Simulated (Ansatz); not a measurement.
Geometry optimisation, RKS B3LYP-D4/def2-SVP in Ansatz.

Input:

```yaml
crystal:
  periodic: [false, false, false]
  atoms:
    - { symbol: B, position_ang: [0.040296, -0.233864, -0.044388] }
    - { symbol: H, position_ang: [0.109482, -0.385666, 1.140844] }
    - { symbol: Cl, position_ang: [1.48364, -0.50903, -0.983721] }
    - { symbol: H, position_ang: [-0.988438, 0.022021, -0.603128] }
    - { symbol: Cl, position_ang: [0.312688, 2.579251, 1.131226] }
    - { symbol: H, position_ang: [0.280332, 1.378987, 1.713867] }
basis:
  gaussian: { orbitals: def2-SVP }
hamiltonian:
  xc: b3lyp
  dispersion: d4
relax:
  f_tol: 0.03
  max_steps: 50
```

Launched with:

```bash
$ ansatz run input.yaml --threads 1 --pin off --max-ram 2048MiB --backend cpu --events-out ev --progress --plain --runs-dir out
```

Task: Where does it end, and by what steps?

Result: The run converged. The force dipped under the threshold on the way, but the program's further checks kept it going. After 25 steps the energy has fallen by 0.076 eV; H6 moved furthest, 0.80 Å.

```
step  energy less start (eV)  largest force component (eV/Å)  accepted
   0                  0.0000                           1.066       yes
   1                 -0.0350                           0.572       yes
   2                 -0.0236                           0.977        no
   3                 -0.0413                           0.333       yes
   4                 -0.0512                           0.392       yes
   5                 -0.0595                           0.323       yes
   6                 -0.0665                           0.218       yes
   7                 -0.0668                           0.213       yes
   8                 -0.0392                           1.129        no
   9                 -0.0693                           0.046       yes
  10                 -0.0703                           0.031       yes
  11                 -0.0532                           0.437        no
  12                 -0.0715                           0.020       yes
  13                 -0.0707                           0.261        no
  14                 -0.0719                           0.068       yes
  15                 -0.0721                           0.094       yes
  16                 -0.0724                           0.101       yes
  17                 -0.0645                           0.342        no
  18                 -0.0732                           0.026       yes
  19                 -0.0737                           0.032       yes
  20                 -0.0741                           0.120       yes
  21                 -0.0746                           0.082       yes
  22                 -0.0761                           0.008       yes
  23                 -0.0756                           0.124        no
  24                 -0.0759                           0.105        no
  25                 -0.0764                           0.011       yes
```

```xyz
6
Properties=species:S:1:pos:R:3
B -0.020 -0.330 -0.124
H -0.175 -0.749 0.990
Cl 1.604 -0.356 -0.792
H -0.924 0.003 -0.838
Cl -0.057 2.367 1.138
H 0.810 1.918 1.982
```

Whether the end is a true minimum wasn't checked by a vibrational analysis.

Run time: 51 s on 1 thread of Arm Neoverse V1 (shared host), peak memory 0.12 GiB.
